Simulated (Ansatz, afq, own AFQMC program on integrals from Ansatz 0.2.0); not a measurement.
BNH, quartet in cc-pVDZ along one coordinate

```yaml
atoms:
  - { symbol: B, position_ang: [0.0000, -0.1852, 0.7730] }
  - { symbol: N, position_ang: [0.0000, 0.0874, -0.7050] }
  - { symbol: H, position_ang: [0.0000, 0.7718, 1.5065] }
```

The B1–N2 distance is changed with both sides rigid. Energies in eV count from this geometry (1.503 Å) at the same level; the start stands on UHF, each point on the determinant named.

Basis cc-pVDZ. Noble-gas cores (and the filled d shells of Ga–Kr and In–Xe) are frozen. Ansatz 0.2.0 and our own AFQMC program on the same integrals; the CISD trial comes from CCSD amplitudes, and released means the phaseless constraint is let go. Uncertainties: one standard error, sampling alone.

Cautions, each for one point or more: an unrestricted solution with more broken spin lies lower, while this determinant keeps restricted orbitals; higher spins were not checked; lower spins were not checked; strong correlation; the ph-AFQMC/CISD walk drifts between its halves; unrestricted determinant spin contaminated; walk and cluster series may follow different spin states.

```csv
r(B1–N2) / Å,det.,T1,weight,⟨S²⟩,PBE,r2SCAN,CCSD(T)
1.214,UHF,0.027,0.92,3.76,1.978,1.973,2.176
1.794,UHF,0.024,0.90,3.78,0.527,0.562,0.485
2.453,UHF¶,0.050,0.85,4.16,2.351,2.294§,1.892
3.350,UHF¶,0.099,0.74,4.22,3.067§,2.847§,1.932
5.000,UHF,0.009,0.89,3.75,3.192§,2.935§,1.931
```

**Question.** Estimate the curve of CCSDT(Q), counted from the same start.

**Answer.** 
```
r(B1–N2) / Å  det.     T1  weight  ⟨S²⟩  CCSDT(Q)  ph-AFQMC/CISD  released AFQMC
       1.214   UHF  0.027    0.92  3.76     2.178  2.188 ± 0.010   2.196 ± 0.016
       1.794   UHF  0.024    0.90  3.78     0.472  0.475 ± 0.011   0.480 ± 0.017
       2.453  UHF¶  0.050    0.85  4.16     1.872  1.864 ± 0.013  1.838 ± 0.019*
       3.350  UHF¶  0.099    0.74  4.22     1.942  1.931 ± 0.012  1.926 ± 0.016*
       5.000   UHF  0.009    0.89  3.75     1.945  1.953 ± 0.009  1.946 ± 0.014*
```

Weight is that of the determinant in the CISD state; at the start T1 is 0.022 and the weight 0.92, and ⟨S²⟩ is 3.76. ¶ marks points with a poor determinant and no full CI, where no value is sure; they don't count among the departures. An asterisk marks released energies that aren't shown to be converged. § marks a functional whose ⟨S²⟩ is too high by over 0.1. Largest departures from CCSDT(Q), at the points where its series has closed: CCSD(T) -0.014 eV at 5.000 (on UHF), ph-AFQMC/CISD 0.010 eV at 1.214 (on UHF) (within the noise), released AFQMC 0.018 eV at 1.214 (on UHF) (within the noise), PBE -0.200 eV at 1.214, r2SCAN -0.204 eV at 1.214. Functionals count only at points shown to share the start's state and spin. In this small basis the wave-function levels are far from their limit, so their gap to the functionals isn't the functionals' error.

A walk keeps the symmetry of its determinant, which the program's search chose and which needn't be the lowest solution, so a lower state of the same spin and another symmetry isn't excluded.
